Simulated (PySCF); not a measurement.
Compound: thietane 1-oxide, C3H6OS.
Structure used (PBE0-D3(BJ)/def2-SVP), in Å, numbered top down from 1:
```xyz
11
C3H6OS angstrom
O      2.0041   -1.2788   -1.0031
S      0.7480   -0.4955   -1.1946
C     -0.5693   -0.9722    0.0278
C     -0.7942    0.5027    0.3595
C      0.6242    0.9334   -0.0115
H     -0.0327   -1.5134    0.8224
H     -1.3966   -1.5775   -0.3664
H     -1.1172    0.7269    1.3867
H     -1.5289    0.9489   -0.3282
H      1.3598    0.7102    0.7769
H      0.8008    1.9298   -0.4386
```

Definitions: NICS(0) = −σiso at the ring centroid; NICS(1) = −σiso and NICS(1)zz = −σzz at ±1 Å along the ring normal z. Level: GIAO CAM-B3LYP/pcSseg-2 (PySCF, non-relativistic, gas phase) on the PBE0-D3(BJ)/def2-SVP geometry, one conformer.

Ring bond lengths (Å): S2–C3 1.859, C3–C4 1.528, C4–C5 1.528, C5–S2 1.859.

What do the NICS probes read (ppm)?

```tsv
ring	type	NICS(0)	NICS(1), two faces	NICS(1)zz, two faces	rms pucker (Å)	centre to ring atoms, mean (Å)
S2–C3–C4–C5	4-membered ring with S; formal bonds all single	-5.1	-5.0 / -0.4	-2.8 / 5.7	0.18	1.18
```

What can be read from them?

- S2–C3–C4–C5: mean NICS(1)zz 1.5 ppm, near zero. C3, C4, C5 have four or more neighbours, and the NICS criterion for π rings isn't applied. The two faces differ by 8.5 ppm, so no symmetry operation interchanges them.

How do the values depend on the level or the medium?

```
                  level  NICS(0), S2–C3–C4–C5  mean NICS(1)zz, S2–C3–C4–C5
CAM-B3LYP/pcSseg-2, gas                  -5.1                          1.5
     PBE0/pcSseg-1, gas                  -4.6                          1.7
```

The geometry is the same throughout.
